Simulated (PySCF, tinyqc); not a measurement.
Worked calculation: RHF in the sto-3g basis, for LiH, spin multiplicity 1. The lowest restricted solution is unstable here: a spin-polarised one lies 0.0078 hartree lower (PySCF). One step of it, computed by the program tinyqc.

Question. Orthogonalisation. S = U s U^T; symmetric (Loewdin) form X = U s^(-1/2) U^T, so that X^T S X = 1.

overlap S, order 1Li 1s, 1Li 2s, 1Li 2px, 1Li 2py, 1Li 2pz, 2H 1s:
$$\begin{pmatrix}
1.000000 & 0.241137 & 0.000000 & 0.000000 & 0.000000 & 0.015410 \\
0.241137 & 1.000000 & 0.000000 & 0.000000 & 0.000000 & 0.244952 \\
0.000000 & 0.000000 & 1.000000 & 0.000000 & 0.000000 & 0.000000 \\
0.000000 & 0.000000 & 0.000000 & 1.000000 & 0.000000 & 0.000000 \\
0.000000 & 0.000000 & 0.000000 & 0.000000 & 1.000000 & 0.358155 \\
0.015410 & 0.244952 & 0.000000 & 0.000000 & 0.358155 & 1.000000
\end{pmatrix}$$

Give: eigenvalues of S; X.

Answer.

eigenvalues of S: [0.546, 0.807, 1.000, 1.000, 1.183, 1.465]

X, order 1Li 1s, 1Li 2s, 1Li 2px, 1Li 2py, 1Li 2pz, 2H 1s:
$$\begin{pmatrix}
1.023 & -0.129 & 0.000 & 0.000 & -0.006 & 0.018 \\
-0.129 & 1.051 & 0.000 & 0.000 & 0.040 & -0.143 \\
0.000 & 0.000 & 1.000 & 0.000 & 0.000 & 0.000 \\
0.000 & 0.000 & 0.000 & 1.000 & 0.000 & 0.000 \\
-0.006 & 0.040 & 0.000 & 0.000 & 1.056 & -0.204 \\
0.018 & -0.143 & 0.000 & 0.000 & -0.204 & 1.083
\end{pmatrix}$$
